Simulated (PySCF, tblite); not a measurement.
# C5H10S: a rotation path, then NMR shifts on frames, part 1 of 2

How do NMR shifts of C5H10S (`CC(C)[C@H]1CS1`) change as the atoms move?

Computed with tblite 0.8.0 and PySCF 2.14.0, with density-fitted response routines of our own, on a single molecule in the gas phase. Atoms count from 0, in the outputs and in this text.

## Step 1: The molecule as given

16 atoms, charge 0, multiplicity 1; geometry from: GFN2-xTB.

Bonds of the start (Å): C0–C1 1.53, C1–C2 1.53, C1–C3 1.51, C3–C4 1.48, C4–S5 1.80, S5–C3 1.81, C0–H6 1.09, C0–H7 1.09, C0–H8 1.09, C1–H9 1.10, C2–H10 1.09, C2–H11 1.09, C2–H12 1.09, C3–H13 1.09, C4–H14 1.08, C4–H15 1.08.

## Step 2: The rotation path with GFN2-xTB

The job: settings as JSON, then the geometry in Å.

```
{"job": {"kind": "neb", "xc": "GFN2-xTB", "basis": "xTB", "atoms": [0, 1, 3, 5], "turn": 120}, "charge": 0, "multiplicity": 1}
C     -1.104158     1.173856     0.004825
C     -0.303217    -0.064968     0.406994
C     -1.187030    -1.309600     0.427605
C      0.847704    -0.250690    -0.554857
C      2.107872     0.507155    -0.375741
S      2.251914    -1.249175    -0.006129
H     -1.922890     1.331935     0.701967
H     -0.471417     2.058418     0.006847
H     -1.520271     1.050487    -0.992715
H      0.110525     0.088087     1.409739
H     -0.598662    -2.183212     0.700043
H     -1.627891    -1.481682    -0.552380
H     -1.989347    -1.191531     1.151619
H      0.546827    -0.467755    -1.575750
H      2.197656     1.157831     0.484508
H      2.654784     0.839786    -1.247986
```

With the program's defaults for keys left out, this is: GFN2-xTB climbing-image nudged elastic band, gas phase.

Launch:

```console
$ OMP_NUM_THREADS=1 python probes_run.py task.json out
```

One launch serves the whole session: the jobs run in the order shown.

Output:

```text
image   E - E0 / eV
  0      -0.0000
  1       0.0147
  2       0.0564
  3       0.1033
  4       0.1278
  5       0.1195
  6       0.0929
  7       0.0718
  8       0.0595
```

Run time: 2.6 s. Hardware: 1 thread of Arm Neoverse V1, shared host; peak memory 0.18 GiB.

The final band, with the dihedral C0–C1–C3–S5:

```csv
image,dihedral (°),energy (eV),energy (kcal/mol)
0,159,0.000,0.0
1,173,0.015,0.3
2,188,0.056,1.3
3,203,0.103,2.4
4,219,0.128,2.9
5,233,0.120,2.8
6,249,0.093,2.1
7,265,0.072,1.7
8,280,0.059,1.4
```

## Step 3: Nuclear shieldings: image 0, PBE0/pcSseg-1

The job: settings as JSON, then the geometry in Å.

```
{"job": {"kind": "nmr", "xc": "PBE0", "basis": "pcSseg-1", "pop": false}, "charge": 0, "multiplicity": 1}
C     -1.104200     1.173900     0.004800
C     -0.303200    -0.065000     0.407000
C     -1.187000    -1.309600     0.427600
C      0.847700    -0.250700    -0.554900
C      2.107900     0.507200    -0.375700
S      2.251900    -1.249200    -0.006100
H     -1.922900     1.331900     0.702000
H     -0.471400     2.058400     0.006800
H     -1.520300     1.050500    -0.992700
H      0.110500     0.088100     1.409700
H     -0.598700    -2.183200     0.700000
H     -1.627900    -1.481700    -0.552400
H     -1.989300    -1.191500     1.151600
H      0.546800    -0.467800    -1.575800
H      2.197700     1.157800     0.484500
H      2.654800     0.839800    -1.248000
```

Level: GIAO PBE0/pcSseg-1 NMR shielding, non-relativistic, gas phase.

Output:

```text
coarse grid: 13256 points
cycle   1  E = -594.2310637661  dE =  6.257e-01  |g| = 3.471e-01  |ddm| = 3.478e+00
cycle   2  E = -594.2326158973  dE = -1.552e-03  |g| = 3.579e-01  |ddm| = 6.892e-01
cycle   3  E = -594.2659829216  dE = -3.337e-02  |g| = 3.392e-02  |ddm| = 3.336e-01
cycle   4  E = -594.2661944355  dE = -2.115e-04  |g| = 1.838e-02  |ddm| = 5.690e-02
cycle   5  E = -594.2662731712  dE = -7.874e-05  |g| = 3.811e-03  |ddm| = 1.916e-02
cycle   6  E = -594.2662763792  dE = -3.208e-06  |g| = 1.432e-03  |ddm| = 5.371e-03
final grid: 121512 points
cycle   7  E = -594.3058809029  dE = -3.097e-05  |g| = 1.094e-02  |ddm| = 3.128e-02
cycle   8  E = -594.3058446946  dE =  3.621e-05  |g| = 1.586e-02  |ddm| = 2.605e-02
cycle   9  E = -594.3059109546  dE = -6.626e-05  |g| = 1.603e-03  |ddm| = 1.787e-02
cycle  10  E = -594.3059116347  dE = -6.800e-07  |g| = 2.301e-04  |ddm| = 1.864e-03
cycle  11  E = -594.3059116467  dE = -1.201e-08  |g| = 5.010e-05  |ddm| = 2.622e-04
cycle  12  E = -594.3059116473  dE = -5.846e-10  |g| = 2.337e-05  |ddm| = 8.332e-05
converged SCF energy = -594.3059116473

GIAO shielding tensors (ppm)
atom      isotropic    diamagn.    paramagn.     s11        s22        s33       span
  0 C      162.920     247.681     -84.761    146.477    154.797    187.486     41.009
  1 C      145.088     244.272     -99.183    123.342    147.533    164.390     41.048
  2 C      161.891     246.863     -84.972    145.441    153.063    187.169     41.728
  3 C      142.106     250.362    -108.256     98.913    145.885    181.520     82.607
  4 C      159.364     252.352     -92.988    133.679    163.287    181.125     47.446
  5 S      713.342    1055.711    -342.369    280.533    745.230   1114.263    833.730
  6 H       30.551      30.139       0.412     25.914     27.842     37.898     11.984
  7 H       30.498      30.821      -0.323     25.293     29.618     36.582     11.289
  8 H       30.761      30.828      -0.067     27.592     28.480     36.211      8.619
  9 H       31.021      32.233      -1.212     27.497     30.230     35.334      7.837
 10 H       30.174      29.931       0.243     24.641     29.982     35.899     11.258
 11 H       30.788      30.419       0.368     27.613     28.466     36.285      8.672
 12 H       30.594      29.786       0.807     26.068     27.760     37.954     11.886
 13 H       29.408      31.639      -2.231     23.057     28.184     36.982     13.926
 14 H       29.686      30.780      -1.094     25.010     26.149     37.900     12.890
 15 H       29.330      29.266       0.064     23.211     25.084     39.695     16.484
```

It took 16 s on 1 thread of Arm Neoverse V1, shared host; peak memory 0.74 GiB.

The references, computed at this level on geometries of the same kind, shield at (ppm): 1H TMS 31.72, 13C TMS 186.9, 33S CS2 504. Their shielding less the atom's gives the shift. The references are single molecules in the gas phase. Each atom is listed at this fixed geometry, with no averaging over motion; a spectrum would average atoms that exchange fast.

```csv
atoms,environment,σ (ppm),δ (ppm)
C3,thiirane ring carbon,142.1,44.8
C1,sp3 CH,145.1,41.8
C4,thiirane ring carbon,159.4,27.6
C2,methyl carbon,161.9,25.0
C0,methyl carbon,162.9,24.0
H15,hydrogen on a thiirane ring carbon,29.33,2.39
H13,hydrogen on a thiirane ring carbon,29.41,2.31
H14,hydrogen on a thiirane ring carbon,29.69,2.03
H10,hydrogen on a methyl carbon,30.17,1.54
H7,hydrogen on a methyl carbon,30.50,1.22
H6,hydrogen on a methyl carbon,30.55,1.17
H12,hydrogen on a methyl carbon,30.59,1.12
H8,hydrogen on a methyl carbon,30.76,0.96
H11,hydrogen on a methyl carbon,30.79,0.93
H9,hydrogen on an sp3 CH,31.02,0.70
S5,sulfide sulfur,713,-210
```

Ring of atoms C3, C4, S5: NICS(0) -47.9, NICS(1) -8.7, NICS(1)zz -22.6 ppm (means of both faces).

In rings of three or four atoms NICS is ruled by the nearby σ bonds, so it says little on aromaticity.

## Step 4: Nuclear shieldings: image 2, PBE0/pcSseg-1

The job: settings as JSON, then the geometry in Å.

```
{"job": {"kind": "nmr", "xc": "PBE0", "basis": "pcSseg-1", "pop": false}, "charge": 0, "multiplicity": 1}
C     -1.269900     1.151600    -0.096300
C     -0.313900     0.052700     0.370200
C     -1.059700    -1.271200     0.531600
C      0.825900    -0.078800    -0.623400
C      2.208300     0.319400    -0.264800
S      1.986700    -1.456400    -0.444200
H     -2.080100     1.268600     0.619500
H     -0.753800     2.104300    -0.193300
H     -1.702500     0.892500    -1.060900
H      0.102700     0.335500     1.343600
H     -0.377000    -2.047600     0.868700
H     -1.491900    -1.581900    -0.416900
H     -1.857100    -1.169200     1.263600
H      0.527800     0.069600    -1.657100
H      2.396300     0.639200     0.751900
H      2.850800     0.780800    -1.003600
```

Level: GIAO PBE0/pcSseg-1 NMR shielding, non-relativistic, gas phase.

Output:

```text
coarse grid: 13256 points
cycle   1  E = -594.2276882582  dE =  6.234e-01  |g| = 3.477e-01  |ddm| = 3.474e+00
cycle   2  E = -594.2287499008  dE = -1.062e-03  |g| = 3.612e-01  |ddm| = 6.943e-01
cycle   3  E = -594.2626969188  dE = -3.395e-02  |g| = 3.467e-02  |ddm| = 3.394e-01
cycle   4  E = -594.2629139587  dE = -2.170e-04  |g| = 1.865e-02  |ddm| = 5.577e-02
cycle   5  E = -594.2629939043  dE = -7.995e-05  |g| = 4.193e-03  |ddm| = 1.857e-02
cycle   6  E = -594.2629980446  dE = -4.140e-06  |g| = 1.643e-03  |ddm| = 6.758e-03
final grid: 121512 points
cycle   7  E = -594.3026453016  dE = -2.917e-05  |g| = 1.164e-02  |ddm| = 3.116e-02
cycle   8  E = -594.3026011241  dE =  4.418e-05  |g| = 1.720e-02  |ddm| = 2.915e-02
cycle   9  E = -594.3026795759  dE = -7.845e-05  |g| = 1.629e-03  |ddm| = 1.995e-02
cycle  10  E = -594.3026802753  dE = -6.994e-07  |g| = 2.225e-04  |ddm| = 1.863e-03
cycle  11  E = -594.3026802868  dE = -1.154e-08  |g| = 4.779e-05  |ddm| = 2.827e-04
cycle  12  E = -594.3026802874  dE = -5.580e-10  |g| = 2.075e-05  |ddm| = 8.279e-05
converged SCF energy = -594.3026802874

GIAO shielding tensors (ppm)
atom      isotropic    diamagn.    paramagn.     s11        s22        s33       span
  0 C      162.731     247.405     -84.674    149.203    152.646    186.342     37.139
  1 C      149.653     243.498     -93.845    133.943    148.284    166.733     32.790
  2 C      158.995     247.413     -88.418    134.470    157.438    185.079     50.609
  3 C      141.091     249.511    -108.420     93.353    147.082    182.838     89.485
  4 C      155.865     252.610     -96.745    130.948    158.425    178.224     47.276
  5 S      734.877    1055.873    -320.996    291.777    782.213   1130.641    838.865
  6 H       30.443      29.919       0.523     25.823     27.769     37.737     11.914
  7 H       30.315      30.289       0.026     25.409     28.699     36.838     11.428
  8 H       30.763      30.639       0.123     27.405     28.741     36.141      8.736
  9 H       30.824      32.203      -1.379     26.604     30.029     35.838      9.233
 10 H       30.052      30.147      -0.095     23.919     31.256     34.982     11.063
 11 H       30.748      30.630       0.118     27.936     28.222     36.085      8.150
 12 H       30.771      30.075       0.696     25.988     28.114     38.211     12.223
 13 H       29.241      31.457      -2.217     21.915     28.844     36.963     15.048
 14 H       29.612      30.804      -1.193     24.402     26.589     37.844     13.443
 15 H       29.160      29.251      -0.091     23.096     24.812     39.571     16.475
```

It took 16 s on 1 thread of Arm Neoverse V1, shared host; peak memory 0.78 GiB.

In short: δ C3 45.8, C1 37.3, C4 31.1, C2 27.9, H15 2.56, H13 2.48 ppm.

(Continued in part 2 of 2.)
